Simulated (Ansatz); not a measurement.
Geometry optimisation, Ansatz 0.2.0, RKS LDA/6-31G.

The input (input.yaml):

```yaml
crystal:
  periodic: [false, false, false]
  atoms:
    - { symbol: Al, position_ang: [0.0, 0.0, 0.0] }
    - { symbol: F, position_ang: [0.0, 0.0, 1.69] }
    - { symbol: H, position_ang: [1.351, 0.0, -0.78] }
    - { symbol: H, position_ang: [-1.351, 0.0, -0.78] }
basis:
  gaussian: { orbitals: "6-31G" }
hamiltonian:
  xc: lda
relax:
  f_tol: 0.02
  max_steps: 40
```

Command:

```bash
$ ansatz run input.yaml --threads 1 --pin off --max-ram 2048MiB --backend cpu --events-out ev --progress --plain --runs-dir out
```

**Question.** Where does it end, and by what steps?

**Answer.** The forces met the threshold. Limits of this set-up: no polarisation functions. After 3 steps the energy has fallen by 0.061 eV; H3 moved furthest, 0.10 Å.

| step | energy less start (eV) | largest force component (eV/Å) | accepted |
| --- | --- | --- | --- |
| 0 | 0.0000 | 0.722 | yes |
| 1 | -0.0577 | 0.334 | yes |
| 2 | -0.0611 | 0.105 | yes |
| 3 | -0.0613 | 0.003 | yes |

```xyz
4
Properties=species:S:1:pos:R:3
Al 0.000 0.000 -0.039
F 0.000 0.000 1.672
H 1.443 0.000 -0.752
H -1.443 0.000 -0.752
```

Whether the end is a true minimum wasn't checked by a vibrational analysis.

The run took 2.5 s on 1 thread of Arm Neoverse V1 (shared host), peak memory 0.089 GiB.
